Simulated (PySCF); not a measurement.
## How the method moves the HOMO and LUMO of `CP(C)(C)=S`

Compound: C3H9PS.
Cartesian coordinates in Å at the PBE0-D3(BJ)/def2-SVP level; atoms count from 1:
```xyz
14
C3H9PS angstrom
C     -0.215    1.557   -0.568
P      0.231    0.158    0.513
C      1.329   -0.872   -0.515
C     -1.304   -0.815    0.649
S      0.998    0.683    2.226
H     -0.643    1.218   -1.523
H     -0.939    2.188   -0.034
H      0.690    2.152   -0.752
H      1.583   -1.779    0.052
H      0.858   -1.147   -1.472
H      2.256   -0.311   -0.701
H     -1.705   -1.092   -0.338
H     -2.043   -0.216    1.200
H     -1.089   -1.720    1.235
```

Basis pcSseg-1 throughout (PySCF), one geometry. Geometry: PBE0-D3(BJ)/def2-SVP; no solvent, vibrations or thermal averaging.

Task: How do the orbital energies, the gap and the dipole change with the method?

Result: 
```json
{"method": "BLYP", "kind": "GGA", "HOMO (eV)": "-4.92", "LUMO (eV)": "0.04", "gap (eV)": "4.95", "μ (D)": "4.65", "SCF cycles": "14"}
{"method": "B97-D", "kind": "GGA", "HOMO (eV)": "-5.07", "LUMO (eV)": "0.16", "gap (eV)": "5.23", "μ (D)": "4.77", "SCF cycles": "14"}
{"method": "PBE", "kind": "GGA", "HOMO (eV)": "-5.13", "LUMO (eV)": "0.02", "gap (eV)": "5.15", "μ (D)": "4.71", "SCF cycles": "14"}
{"method": "OPBE", "kind": "GGA", "HOMO (eV)": "-5.15", "LUMO (eV)": "0.30", "gap (eV)": "5.45", "μ (D)": "4.81", "SCF cycles": "14"}
{"method": "KT3", "kind": "GGA", "HOMO (eV)": "-5.20", "LUMO (eV)": "-0.10", "gap (eV)": "5.10", "μ (D)": "4.64", "SCF cycles": "14"}
{"method": "KT2", "kind": "GGA", "HOMO (eV)": "-5.22", "LUMO (eV)": "-0.07", "gap (eV)": "5.15", "μ (D)": "4.63", "SCF cycles": "14"}
{"method": "BP86", "kind": "GGA", "HOMO (eV)": "-5.23", "LUMO (eV)": "0.11", "gap (eV)": "5.34", "μ (D)": "4.75", "SCF cycles": "14"}
{"method": "LDA", "kind": "LDA", "HOMO (eV)": "-5.24", "LUMO (eV)": "-0.16", "gap (eV)": "5.08", "μ (D)": "4.73", "SCF cycles": "13"}
{"method": "B3LYP", "kind": "global hybrid", "HOMO (eV)": "-6.00", "LUMO (eV)": "0.49", "gap (eV)": "6.49", "μ (D)": "4.86", "SCF cycles": "12"}
{"method": "PBE0", "kind": "global hybrid", "HOMO (eV)": "-6.28", "LUMO (eV)": "0.80", "gap (eV)": "7.08", "μ (D)": "4.96", "SCF cycles": "12"}
{"method": "mPW1PW91", "kind": "global hybrid", "HOMO (eV)": "-6.30", "LUMO (eV)": "0.83", "gap (eV)": "7.13", "μ (D)": "4.98", "SCF cycles": "12"}
{"method": "HF", "kind": "Hartree–Fock", "HOMO (eV)": "-8.84", "LUMO (eV)": "3.49", "gap (eV)": "12.33", "μ (D)": "5.50", "SCF cycles": "10"}
```

The HOMO spans 3.92 eV, from BLYP down to HF, and the gap runs from 4.95 eV (BLYP) to 12.33 eV (HF). Over the methods BLYP (0 %), B97-D (0 %), PBE (0 %), OPBE (0 %), KT3 (0 %), KT2 (0 %), BP86 (0 %), LDA (0 %), B3LYP (20 %), PBE0 (25 %), mPW1PW91 (25 %), HF (100 %), a straight line through the gap against the share of exact exchange rises by 0.72 eV for each 10 % (correlation coefficient 0.998). The dipole ranges from 4.63 D (KT2) to 5.50 D (HF). This basis has no diffuse functions.
